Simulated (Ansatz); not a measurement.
System: cubic perovskite CsSnBr3. Method: PBE in Ansatz (PAW).

Run with plane-wave cutoff 520 eV, 6×6×6 k mesh, Fermi–Dirac smearing 0.01 eV, scalar-relativistic PAW data made under PBE.

A third-order Birch–Murnaghan fit to the energies gives V0 = 41.002 Å³/atom, B0 = 19.3 GPa, B′ = 4.6.

```json
[
 {"V (Å³/atom)": "38.542", "P (GPa)": "1.377"},
 {"V (Å³/atom)": "39.362", "P (GPa)": "?"},
 {"V (Å³/atom)": "40.182", "P (GPa)": "0.409"},
 {"V (Å³/atom)": "41.002", "P (GPa)": "0.000"},
 {"V (Å³/atom)": "41.822", "P (GPa)": "-0.366"},
 {"V (Å³/atom)": "42.643", "P (GPa)": "-0.693"},
 {"V (Å³/atom)": "43.463", "P (GPa)": "?"}
]
```

Problem. Estimate the withheld pressures from this fit; the answers are the runs' own values.

Solution. 
- 39.362, P (GPa): 0.866
- 43.463, P (GPa): -0.985

The formula P = (3/2) B0 (x^(7/3) − x^(5/3)) [1 + (3/4)(B′ − 4)(x^(2/3) − 1)] with x = V0/V meets the computed pressures within 0.01 GPa when these rounded values are put in.

Note: the relaxation could not lower the start's symmetry, so the cell can be a saddle point above a distorted one.

Spin–orbit coupling is not included.

The computed numbers hold no vibrational or temperature effects.

It cost roughly 2.6 core-minutes of CPU time.

Ansatz is a program for electronic structure.
